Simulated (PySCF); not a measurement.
## The electron affinity along group 14

All values are computed (PySCF 2.14, energy differences of UHF-based or UKS calculations, no spin-orbit coupling). Values in eV. The last column holds reference values (measured affinities from photodetachment; the arrow runs from anion to atom). Unmarked ones compare directly (S terms, centres of terms, or small fine structure); those marked * lie between the lowest fine-structure levels and include a spin-orbit shift.

```
                                 element                                   configurations  MP2 (valence)  CCSD(T) (valence)    LDA  r2SCAN  MP2 (valence and next inner shell)  CCSD (valence and next inner shell)  reference
     C (aug-cc-pwCVDZ, non-relativistic)                      [He] 2s2 2p3 → [He] 2s2 2p2          1.190              1.143  1.789   1.498                               1.193                                1.099      1.262
    Si (aug-cc-pwCVDZ, non-relativistic)                      [Ne] 3s2 3p3 → [Ne] 3s2 3p2          1.314              1.288  1.598   1.551                               1.306                                1.247    1.390 *
Ge (aug-cc-pwCVDZ-PP with ECP10MDF, ECP)            [Ar] 3d10 4s2 4p3 → [Ar] 3d10 4s2 4p2          1.236              1.235  1.526   1.492                               1.253                                1.198    1.233 *
Sn (aug-cc-pwCVDZ-PP with ECP28MDF, ECP)            [Kr] 4d10 5s2 5p3 → [Kr] 4d10 5s2 5p2          1.297              1.299  1.552   1.520                               1.327                                1.264    1.112 *
Pb (aug-cc-pwCVDZ-PP with ECP60MDF, ECP)  [Xe] 4f14 5d10 6s2 6p3 → [Xe] 4f14 5d10 6s2 6p2          1.169              1.195  1.483   1.419                               1.234                                1.165    0.357 *
```

The highest occupied level of the anion is positive for C⁻ at LDA, r2SCAN; Si⁻ at LDA, r2SCAN; Ge⁻ at LDA, r2SCAN; Sn⁻ at LDA, r2SCAN; Pb⁻ at LDA, r2SCAN, so there the basis helps to hold the electron.

For Pb a determinant mixes LS terms or the coupling is close to jj, so these rows are model values.

"Valence" correlates the outer s and p shells and, in groups 3 to 12 and the f block, the outer d or f shell, open or full, or the next shell where the ion has no valence electron left; the wider scheme adds the next inner shell.
